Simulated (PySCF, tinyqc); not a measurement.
Inside a calculation. Method: RHF in the sto-6g basis, for CH2, spin multiplicity 1. The lowest restricted solution is unstable here: a spin-polarised one lies 0.0184 hartree lower (PySCF). One step of it, computed by the program tinyqc.

Problem. Iteration 2: building the Fock matrix. J_ij = sum D_kl (ij|kl), K_ij = sum D_kl (ik|jl); F = H + J - 0.5 K; E = tr D H + tr D J / 2 - 0.25 tr D K + E_nn.

D after iteration 1, lower triangle:
```
            1C 1s      1C 2s    1C 2px     1C 2py     1C 2pz     2H 1s     3H 1s
1C 1s    2.129459
1C 2s   -0.535125   2.200744
1C 2px   0.000000   0.000000  2.000000
1C 2py   0.000177  -0.000661  0.000000   0.000000
1C 2pz  -0.010611   0.042484  0.000000  -0.000377   2.023866
2H 1s    0.020230  -0.060818  0.000000   0.000024  -0.031405  0.002147
3H 1s    0.020303  -0.060937  0.000000   0.000024  -0.031366  0.002150  0.002153
```

core Hamiltonian H = T + V (hartree), lower triangle:
```
             1C 1s      1C 2s     1C 2px     1C 2py     1C 2pz      2H 1s      3H 1s
1C 1s   -18.672599
1C 2s    -4.289566  -5.397091
1C 2px    0.000000   0.000000  -4.364344
1C 2py    0.000050   0.000489   0.000000  -4.452795
1C 2pz   -0.012142  -0.130143   0.000000   0.000231  -4.412946
2H 1s    -0.508878  -1.393932   0.000000  -1.040225  -0.793021  -2.884817
3H 1s    -0.513811  -1.403520   0.000000   1.046583  -0.797102  -0.287496  -2.890987
```

Two-electron integrals (ij|kl) in chemists' order, unique and non-zero (hartree):
```
(11|11) 3.543743    (21|11) 0.529462    (21|21) 0.100317    (22|11) 0.853596
(22|21) 0.199930    (22|22) 0.624844    (31|31) 0.021271    (32|31) 0.031868
(32|32) 0.138108    (33|11) 0.853598    (33|21) 0.199930    (33|22) 0.624843
(33|33) 0.673218    (41|41) 0.021271    (42|41) 0.031868    (42|42) 0.138108
(43|43) 0.036281    (44|11) 0.853598    (44|21) 0.199930    (44|22) 0.624843
(44|33) 0.600655    (44|44) 0.673218    (51|51) 0.021271    (52|51) 0.031868
(52|52) 0.138108    (53|53) 0.036281    (54|54) 0.036281    (55|11) 0.853598
(55|21) 0.199930    (55|22) 0.624843    (55|33) 0.600655    (55|44) 0.600655
(55|55) 0.673218    (61|11) 0.065304    (61|21) 0.011930    (61|22) 0.023453
(61|33) 0.023367    (61|41) 0.000629    (61|42) 0.001231    (61|44) 0.023534
(61|51) 0.000466    (61|52) 0.000913    (61|54) 0.000124    (61|55) 0.023459
(61|61) 0.001458    (62|11) 0.184971    (62|21) 0.044123    (62|22) 0.155579
(62|33) 0.151669    (62|41) 0.003591    (62|42) 0.025630    (62|44) 0.159236
(62|51) 0.002663    (62|52) 0.019007    (62|54) 0.005611    (62|55) 0.155831
(62|61) 0.005439    (62|62) 0.055471    (63|31) 0.004313    (63|32) 0.023173
(63|43) 0.004782    (63|53) 0.003546    (63|63) 0.006044    (64|11) 0.138281
(64|21) 0.033395    (64|22) 0.124384    (64|33) 0.118420    (64|41) 0.006580
(64|42) 0.041569    (64|44) 0.133356    (64|51) 0.001681    (64|52) 0.013642
(64|54) 0.007531    (64|55) 0.121375    (64|61) 0.004281    (64|62) 0.052403
(64|64) 0.054607    (65|11) 0.102550    (65|21) 0.024766    (65|22) 0.092243
(65|33) 0.087820    (65|41) 0.001681    (65|42) 0.013642    (65|44) 0.091805
(65|51) 0.005560    (65|52) 0.033290    (65|54) 0.007737    (65|55) 0.097104
(65|61) 0.003175    (65|62) 0.038862    (65|64) 0.036015    (65|65) 0.032752
(66|11) 0.364126    (66|21) 0.088449    (66|22) 0.355344    (66|33) 0.338440
(66|41) 0.007796    (66|42) 0.077169    (66|44) 0.371158    (66|51) 0.005782
(66|52) 0.057229    (66|54) 0.024264    (66|55) 0.356434    (66|61) 0.011005
(66|62) 0.172117    (66|64) 0.178200    (66|65) 0.132154    (66|66) 0.774999
(71|11) 0.065941    (71|21) 0.012046    (71|22) 0.023681    (71|33) 0.023593
(71|41) -0.000635   (71|42) -0.001243   (71|44) 0.023762    (71|51) 0.000470
(71|52) 0.000921    (71|54) -0.000125   (71|55) 0.023686    (71|61) 0.001431
(71|62) 0.005159    (71|64) 0.003740    (71|65) 0.003022    (71|66) 0.010333
(71|71) 0.001487    (72|11) 0.186324    (72|21) 0.044444    (72|22) 0.156657
(72|33) 0.152722    (72|41) -0.003619   (72|42) -0.025805   (72|44) 0.160342
(72|51) 0.002681    (72|52) 0.019120    (72|54) -0.005646   (72|55) 0.156906
(72|61) 0.005147    (72|62) 0.038295    (72|64) 0.026636    (72|65) 0.026190
(72|66) 0.090505    (72|71) 0.005531    (72|72) 0.056174    (73|31) 0.004350
(73|32) 0.023357    (73|43) -0.004818   (73|53) 0.003570    (73|63) 0.003842
(73|73) 0.006130    (74|11) -0.139193   (74|21) -0.033615   (74|22) -0.125164
(74|33) -0.119159   (74|41) 0.006634    (74|42) 0.041873    (74|44) -0.134205
(74|51) -0.001692   (74|52) -0.013719   (74|54) 0.007579    (74|55) -0.122129
(74|61) -0.003728   (74|62) -0.026611   (74|64) -0.015427   (74|65) -0.017912
(74|66) -0.060653   (74|71) -0.004351   (74|72) -0.053037   (74|74) 0.055252
(75|11) 0.103133    (75|21) 0.024906    (75|22) 0.092738    (75|33) 0.088288
(75|41) -0.001692   (75|42) -0.013719   (75|44) 0.092298    (75|51) 0.005604
(75|52) 0.033522    (75|54) -0.007788   (75|55) 0.097629    (75|61) 0.003010
(75|62) 0.026161    (75|64) 0.017905    (75|65) 0.021358    (75|66) 0.064863
(75|71) 0.003224    (75|72) 0.039297    (75|74) -0.036396   (75|75) 0.033097
(76|11) 0.034263    (76|21) 0.008236    (76|22) 0.030790    (76|33) 0.029849
(76|41) 4.05e-07    (76|42) 4.74e-06    (76|44) 0.030614    (76|51) 0.000771
(76|52) 0.006176    (76|54) 1.46e-06    (76|55) 0.031907    (76|61) 0.000994
(76|62) 0.010106    (76|64) 0.008371    (76|65) 0.007748    (76|66) 0.030395
(76|71) 0.001003    (76|72) 0.010163    (76|74) -0.008409   (76|75) 0.007782
(76|76) 0.002404    (77|11) 0.365152    (77|21) 0.088696    (77|22) 0.356226
(77|33) 0.339243    (77|41) -0.007839   (77|42) -0.077495   (77|44) 0.372135
(77|51) 0.005808    (77|52) 0.057419    (77|54) -0.024371   (77|55) 0.357300
(77|61) 0.010262    (77|62) 0.090096    (77|64) 0.060415    (77|65) 0.064650
(77|66) 0.227942    (77|71) 0.011143    (77|72) 0.173363    (77|74) -0.179405
(77|75) 0.132927    (77|76) 0.030395    (77|77) 0.774999
```

nuclear repulsion = 4.62785909 hartree

Give: Coulomb J; exchange K; Fock matrix F; total energy of this density.

Solution.

Coulomb J (hartree), lower triangle:
```
          1C 1s    1C 2s  1C 2px   1C 2py  1C 2pz   2H 1s   3H 1s
1C 1s   12.2418
1C 2s    2.2521   5.4471
1C 2px   0.0000   0.0000  5.4963
1C 2py   0.0000  -0.0001  0.0000   5.3490
1C 2pz   0.0010   0.0026  0.0000   0.0000  5.4959
2H 1s    0.2707   1.2948  0.0000   1.0039  0.7591  2.8244
3H 1s    0.2733   1.3040  0.0000  -1.0103  0.7633  0.2535  2.8318
```

exchange K (hartree), lower triangle:
```
          1C 1s    1C 2s  1C 2px   1C 2py  1C 2pz   2H 1s   3H 1s
1C 1s    7.2883
1C 2s    1.1848   1.8941
1C 2px   0.0000   0.0000  1.7293
1C 2py   0.0000  -0.0004  0.0000   0.4507
1C 2pz  -0.0002   0.0059  0.0000  -0.0002  1.7305
2H 1s    0.1520   0.4193  0.0000   0.0739  0.2312  0.1722
3H 1s    0.1534   0.4225  0.0000  -0.0746  0.2327  0.1192  0.1746
```

Fock matrix F (hartree), lower triangle:
```
           1C 1s    1C 2s  1C 2px   1C 2py   1C 2pz    2H 1s    3H 1s
1C 1s   -10.0749
1C 2s    -2.6299  -0.8971
1C 2px    0.0000   0.0000  0.2673
1C 2py    0.0000   0.0005  0.0000   0.6708
1C 2pz   -0.0111  -0.1305  0.0000   0.0003   0.2177
2H 1s    -0.3142  -0.3087  0.0000  -0.0733  -0.1495  -0.1465
3H 1s    -0.3172  -0.3108  0.0000   0.0736  -0.1501  -0.0936  -0.1465
```

total energy of this density = -37.330282 hartree
